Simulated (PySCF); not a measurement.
Isomers of C5H8O, one GFN2-xTB conformer each. Single-point energies are computed at PBE0/pcSseg-1 (PySCF, gas phase, no added dispersion term), electronic only.

Question: Rank them by PBE0/pcSseg-1 energy, lowest first (kJ/mol).
A. `[CH2:1]=[CH:2]/[CH:3]=[CH:4]/[O:5][CH3:6]` with C1–C2–C3–C4 180°, C3–C4–O5–C6 0°
B. `[O:1]=[C:2]1[CH2:3][CH2:4][CH2:5][CH2:6]1` with O1–C2–C3–C4 168°, C2–C3–C4–C5 31°, C3–C4–C5–C6 -38°, C4–C5–C6–C2 31° (cyclopentanone)
C. `[CH3:1][CH2:2]/[CH:3]=[CH:4]\[CH:5]=[O:6]` with C1–C2–C3–C4 -178°, C3–C4–C5–O6 -1°
D. `[CH:1]#[C:2][C:3]([CH3:4])([CH3:5])[OH:6]` with C2–C3–O6–H 57° (2-methyl-3-butyn-2-ol)
E. `[CH3:1][C:2](=[O:3])[CH:4]1[CH2:5][CH2:6]1` with C1–C2–C4–C5 -146°

Answer: B (0.0), E (75.1), C (99.2), A (166.2), D (215.0).

As drawn, the lowest has a C=O bond, which the highest lacks; the highest has a C≡C bond and an O–H bond, which the lowest lacks. GFN2-xTB itself gives, in the same order: 0.0, 96.1, 143.6, 167.8, 209.3. Both levels put the same isomer lowest; measured from each level's own lowest isomer, the values differ by up to 44.4 kJ/mol (CC/C=C\C=O: 143.6 against 99.2).

Q: Which frontier levels, dipoles and rotational constants go with these structures?

A: 
| SMILES | HOMO (eV, PBE0/pcSseg-1) | LUMO (eV) | dipole (D) | A, B, C (MHz) |
| --- | --- | --- | --- | --- |
| O=C1CCCC1 | -7.01 | -0.45 | 3.06 | 6748, 3380, 2436 |
| CC(=O)C1CC1 | -7.21 | -0.30 | 2.93 | 7168, 2656, 2313 |
| CC/C=C\C=O | -7.26 | -1.79 | 2.53 | 7893, 2145, 1722 |
| C=C/C=C/OC | -6.06 | -0.25 | 1.24 | 12863, 1612, 1446 |
| C#CC(C)(C)O | -7.83 | 0.90 | 1.36 | 4783, 2801, 2744 |
